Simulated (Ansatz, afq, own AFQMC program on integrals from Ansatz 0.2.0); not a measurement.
Integrals from Ansatz 0.2.0, then the random walk in our own AFQMC program (afq).

```yaml
crystal:
  periodic: [false, false, false]
  atoms:
    - {symbol: B, position_ang: [0.000000, 0.000000, 0.114060]}
    - {symbol: B, position_ang: [0.000000, 0.000000, -1.406367]}
    - {symbol: H, position_ang: [0.000000, 0.000000, 1.292307]}
basis:
  gaussian: {orbitals: cc-pVDZ}
magnetization: {spin_polarized: true, initial_magnetization: 3}
correlation: {method: ccsd_t, electrons: outside_noble_gas, hamiltonian_folder: ham}
```

```sh
$ ansatz run in.yaml --threads 1 --pin off --events-out ev --progress --plain --max-ram 1843MiB
```

afq runs on the folder ham with

```
--method free --trial cisd --walkers 60 --time-step 0.03 --max-blocks 80 --target-error 0.00032 --factor-cut 1e-05 --seed 8434 --times 0,0.3,0.6,1.2,1.8,2.4,3.6,4.8,6 --taylor-order 8
```

Times are imaginary, in 1/Eh. The walk had a cap of 584 s.

```
orbitals 31  electrons 5 2  factors 232 of 308
reference energy -49.79772792 Eh
CCSD correlation -0.12596120 Eh in 11 cycles, weight of the determinant in the CISD state 0.9164
repeat  energy at the last time / Eh  error
    10  -49.930097  0.000956
    20  -49.929810  0.000587
    30  -49.929468  0.000496
    40  -49.929390  0.000418
    50  -49.929440  0.000373
    60  -49.929226  0.000328
    70  -49.929136  0.000306
time / (1/Eh)  energy / Eh  error  mean overlap
  0.00  -49.923736  0.000045  1.0920
  0.30  -49.926331  0.000084  1.0916
  0.60  -49.927616  0.000109  1.0842
  1.20  -49.928434  0.000120  1.0811
  1.80  -49.928632  0.000145  1.0892
  2.40  -49.928678  0.000165  1.1048
  3.60  -49.929105  0.000199  1.1118
  4.80  -49.929244  0.000275  1.1084
  6.00  -49.929118  0.000302  1.1015
energy -49.929118 +/- 0.000302 Eh
```

(1) Estimate how long the walk took on 1 thread of Arm Neoverse V1, on a shared host.

The run passed its tests (error under three times the target), which doesn't prove that it has relaxed.

Against this walk (error 8.2 meV) on the same determinant: CCSD(T) 38.0 meV higher, CCSDT(Q) 3.7 meV higher (within the noise). The error is statistical, and a free projection of finite length keeps a remainder of its start.

Cautions: remainder of the start not in the error; lower spins were not checked.

Results:

(1) 2.4 min of wall time.

CCSDT and higher add their correlation energy to the determinant of the CCSD(T) run, since their own runs factorise the integrals more tightly (a shift of under 2 meV). A walk keeps the symmetry of its determinant, which the program's search chose and which needn't be the lowest solution, so a lower state of the same spin and another symmetry isn't excluded.
